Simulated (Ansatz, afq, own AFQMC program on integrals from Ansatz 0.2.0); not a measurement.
## SiNH₅, triplet in cc-pVDZ, levels against CCSDT(Q)

```
atom    x (Å)    y (Å)    z (Å)
  Si  -0.9369   0.0215   0.0000
   H  -1.4318   1.4212   0.0000
   H  -1.4318  -0.6784   1.2122
   H  -1.4318  -0.6784  -1.2122
   H   0.5477   0.0215   0.0000
   N   1.9861   0.0215   0.0000
   H   2.2552  -0.9828   0.0000
```

Basis cc-pVDZ. Noble-gas cores (and the filled d shells of Ga–Kr and In–Xe) are frozen. AFQMC by an in-house program on the Cholesky factors that Ansatz 0.2.0 writes for its CCSD(T) run. ph-AFQMC/CISD is guided by a CISD state made of CCSD amplitudes; releasing the constraint for a short imaginary time cuts its bias at the price of noise, slowly where states lie close. Uncertainties: one standard error, sampling alone.

Determinant: UHF, the one that the program's search chose, which needn't be the lowest solution. The geometry is a point of a scan.

No full CI on the walks' own integrals is used here; CCSDT(Q) serves as the reference and is uncertain by about the last step of the cluster series.

Cautions: lower spins were not checked.

- T1 diagnostic: 0.0159
- weight of the determinant in the CISD state: 0.875
- ⟨S²⟩ of the determinant: 2.026
- size of the correlated space: 14 electrons in 51 orbitals

```json
{"level": "MP2", "correlation energy (eV)": "-6.4095"}
{"level": "CCSD", "correlation energy (eV)": "-7.7726"}
{"level": "CCSD(T)", "correlation energy (eV)": "-7.9269"}
```

(1) Estimate where phaseless AFQMC with the Hartree–Fock trial lies against CCSD(T) on the same integrals.

(1) 3.9 ± 2.5 kJ/mol below CCSD(T). The gap is under twice the noise, so this walk alone can't tell the two apart.

Reference: CCSDT(Q), correlation energy -7.965 eV. The released energy is read at 2.40 1/Eh (meV from the phaseless value at times in 1/Eh: -6.2 ± 2.4 at 0.24, -5.5 ± 2.1 at 0.51, -9.6 ± 1.9 at 0.99, -10 ± 3 at 1.62, -12 ± 4 at 2.40).

```tsv
level	E − E(reference) (kJ/mol)	share of correlation (%)
CCSD(T)	3.7	99.52
CCSDT	0.7	99.90
ph-AFQMC/HF	-0.2 ± 2.5	100.02
ph-AFQMC/CISD	0.8 ± 0.3	99.89
released AFQMC	-0.3 ± 0.4	100.04
```

A walk keeps the symmetry of its determinant, which the program's search chose and which needn't be the lowest solution, so a lower state of the same spin and another symmetry isn't excluded. Released energies are given only where the last usable release times agree within the noise; a slower fall can still hide under it.
